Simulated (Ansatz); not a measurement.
AlHOF (SMILES [O][AlH][F]): methods side by side

AlHOF has 4 atoms, charge 0, and is taken as a doublet. As SMILES, `[O][AlH][F]`. The coordinates come from a PBE0-D4/def2-TZVP relaxation.

```jsonl
{"atom": "O", "x (Å)": "-0.1283", "y (Å)": "-1.0616", "z (Å)": "1.2994"}
{"atom": "Al", "x (Å)": "0.0382", "y (Å)": "0.0261", "z (Å)": "-0.0370"}
{"atom": "F", "x (Å)": "-1.1265", "y (Å)": "-0.0103", "z (Å)": "-1.1922"}
{"atom": "H", "x (Å)": "1.2721", "y (Å)": "0.9856", "z (Å)": "-0.0904"}
```

Each level gives the energy change with the Al2–H4 bond stretched from 1.564 to 2.346 Å (eV). The values are calculated.

| level | kind | program | value (eV) | less FCI/STO-3G | CPU time (all runs) |
| --- | --- | --- | --- | --- | --- |
| U-revPBE/STO-3G | GGA | Ansatz | 2.78 | -0.26 | 6.3 s |
| U-r2SCAN0/STO-3G | hybrid meta-GGA | Ansatz | 3.40 | +0.36 | 14 s |
| UBHLYP/STO-3G | global hybrid | Ansatz | 3.56 | +0.52 | 4.6 s |
| U-wB97X/STO-3G | range-separated hybrid | Ansatz | 3.52 | +0.48 | 27 s |
| UMP2/STO-3G | perturbation theory | Ansatz | 3.72 | +0.68 | 0.62 s |
| UCCSD(T)/STO-3G | coupled cluster or CI | Ansatz | 3.07 | +0.03 | 1 s |
| UCCSD/STO-3G | coupled cluster or CI | Ansatz | 3.15 | +0.11 | 0.97 s |
| UCCSDT(Q)/STO-3G | coupled cluster or CI | Ansatz | 3.03 | -0.01 | 4.4 s |
| FCI/STO-3G | exact in the basis | Ansatz | 3.04 | 0.00 | 24 s |

FCI/STO-3G is exact within its basis and frozen core, so for wave-function methods in that basis the difference is their error; functionals converge differently with the basis, so for them it is only a difference. The first shape isn't each level's own minimum. The values span 2.78 to 3.72 eV. Spin contamination of the reference (⟨S²⟩ at least 0.1 too high) touches U-r2SCAN0/STO-3G, UBHLYP/STO-3G, UMP2/STO-3G, UCCSD(T)/STO-3G, UCCSD/STO-3G, UCCSDT(Q)/STO-3G. All rows use very small basis sets, so none should be taken for the real molecule's value. In so small a basis fixed costs decide the times, and correlated methods can beat functionals. CPU times are rough (shared hosts, several kinds of processor and program).
